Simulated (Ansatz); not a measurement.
Ideal-gas functions of CH5NS2, SMILES `NCSS` at 400 K and 1 bar, from an Ansatz frequency run at PBE0-D4/def2-TZVP.

Molar mass 95.19 g/mol, point group C1 (symmetry number 1), electronic degeneracy 1, moments of inertia 68.772, 167.677, 217.478 u Å². Harmonic wavenumbers (cm⁻¹, unscaled): 105, 201, 317, 387, 404, 532, 630, 842, 851, 892, 1139, 1155, 1291, 1380, 1458, 1669, 2647, 3066, 3129, 3524, 3610.

Use S(trans) = R[1.5 ln M + 2.5 ln T − 1.1517]; rotational temperatures θ = 24.2544 K / I; S(rot) = R[ln(√π/σ · √(T³/θAθBθC)) + 1.5]; for each mode x = 1.438777 ν̃/T, S = R[x/(eˣ − 1) − ln(1 − e⁻ˣ)] and H = RT x/(eˣ − 1); 1 cm⁻¹ = 0.0119627 kJ/mol; R = 8.31446 J/(mol·K).

Task: By hand: the entropy, in J/(mol·K).

Result: Translation 171.8. Rotation: θ = 0.3527, 0.1446, 0.1115 K, giving 113.4. Vibration, mode by mode: 16.46, 11.19, 7.66, 6.20, 5.90, 4.08, 3.09, 1.69, 1.65, 1.47, 0.72, 0.68, 0.46, 0.35, 0.28, 0.14, 0.01, 0.00, 0.00, 0.00, 0.00, in all 62.0. Electronic 0.0. Sum 347.2 J/(mol·K).

Task: By hand: H − E and G − E in kJ/mol, counted from the electronic energy.

Result: Zero-point energy ½ × 29229 × 0.0119627 = 174.8; thermal vibration 14.1; translation, rotation and pV give 4 RT = 13.3. H − E = 202.2 kJ/mol, and G − E = 202.2 − 400 × 347.2/1000 = 63.3 kJ/mol.

Vibration gives 18 % of the entropy, 16.5 J/(mol·K) of it from the mode under 150 cm⁻¹: soft modes count most, and the harmonic formula is weakest for them. The sum counts one conformer and one mirror image; others add a mixing term.
